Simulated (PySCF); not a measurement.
Compound: C6H5F.
Geometry (PBE0-D3(BJ)/def2-SVP, Å), atoms numbered from 1 in this order:
```xyz
12
C6H5F angstrom
F     -2.235   -1.278   -0.121
C     -1.117   -0.551   -0.129
C      0.113   -1.200   -0.154
C      1.277   -0.433   -0.162
C      1.207    0.960   -0.146
C     -0.038    1.588   -0.122
C     -1.211    0.836   -0.113
H      0.140   -2.291   -0.166
H      2.248   -0.933   -0.181
H      2.122    1.555   -0.153
H     -0.100    2.679   -0.109
H     -2.197    1.304   -0.094
```

The calculation used core-valence-separated Tamm–Dancoff BHandHLYP/aug-pcX-1 (pcseg-1 on H) in PySCF, non-relativistic, gas phase, PBE0-D3(BJ)/def2-SVP geometry. The energies are unshifted.

The lowest roots of each edge with f over 0.003 (five at most, numbered afresh; weaker and dark ones are left out), with transition dipoles (au) in the frame of the coordinates:

```
root  edge  E (eV)       μx       μy       μz
   1     C  283.05  -0.0017   0.0013  -0.1216
   2     C  283.22   0.0024  -0.0018   0.1680
   3     C  285.15  -0.0015   0.0011  -0.1026
   4     C  285.91   0.0389   0.0253  -0.0003
   5     C  286.10  -0.0237   0.0480   0.0009
   6     F  686.20  -0.0003   0.0003  -0.0231
   7     F  686.53   0.0300   0.0195  -0.0002
   8     F  687.46   0.0241   0.0157  -0.0002
   9     F  688.55   0.0147   0.0095  -0.0001
```

**Question.** What are the oscillator strengths?

**Answer.** f = (2/3) ΔE |μ|², with ΔE in hartree (27.2114 eV):

```
root  ΔE (Eh)  |μ|² (au)      f  core hole on
   1  10.4017   0.014791  0.103         C4/C6
   2  10.4082   0.028233  0.196    C3/C7 + C5
   3  10.4789   0.010530  0.074            C2
   4  10.5070   0.002153  0.015            C5
   5  10.5138   0.002867  0.020         C4/C6
   6  25.2174   0.000534  0.009            F1
   7  25.2295   0.001280  0.022            F1
   8  25.2635   0.000827  0.014            F1
   9  25.3036   0.000306  0.005            F1
```

**Question.** What is the unit vector of the normal of the molecular plane, and which share of each root's |μ|² lies along it?

**Answer.** (0.01, -0.01, 1.00), up to sign.

```json
{"root": "1", "core hole on": "C4/C6", "share along it": "1.00", "final orbital under reflection in the plane": "odd"}
{"root": "2", "core hole on": "C3/C7 + C5", "share along it": "1.00", "final orbital under reflection in the plane": "odd"}
{"root": "3", "core hole on": "C2", "share along it": "1.00", "final orbital under reflection in the plane": "odd"}
{"root": "4", "core hole on": "C5", "share along it": "0.00", "final orbital under reflection in the plane": "even"}
{"root": "5", "core hole on": "C4/C6", "share along it": "0.00", "final orbital under reflection in the plane": "even"}
{"root": "6", "core hole on": "F1", "share along it": "1.00", "final orbital under reflection in the plane": "odd"}
{"root": "7", "core hole on": "F1", "share along it": "0.00", "final orbital under reflection in the plane": "even"}
{"root": "8", "core hole on": "F1", "share along it": "0.00", "final orbital under reflection in the plane": "even"}
{"root": "9", "core hole on": "F1", "share along it": "0.00", "final orbital under reflection in the plane": "even"}
```

The 1s orbitals of atoms in the plane are even under the reflection, so light polarised along the normal reaches odd orbitals alone (the out-of-plane π set) and light polarised in the plane even ones.

**Question.** For fixed molecules, how does the intensity of root 1 change when the electric field is turned 70° away from the normal of the molecular plane?

**Answer.** Intensity goes as (E·μ)², and μ lies along that direction, so it falls to cos²70° = 0.12 of its maximum; it vanishes at 90°.

**Question.** Molecules are fixed in this frame and the field points along y. What effective strengths 3 f cos²θ do the roots have (θ between field and μ)?

**Answer.** root 1 (C4/C6): 0.000, root 2 (C3/C7 + C5): 0.000, root 3 (C2): 0.000, root 4 (C5): 0.013, root 5 (C4/C6): 0.048, root 6 (F1): 0.000, root 7 (F1): 0.019, root 8 (F1): 0.012, root 9 (F1): 0.005. Root 5 is the strongest. Averaged over all orientations cos²θ is 1/3, which gives f back.

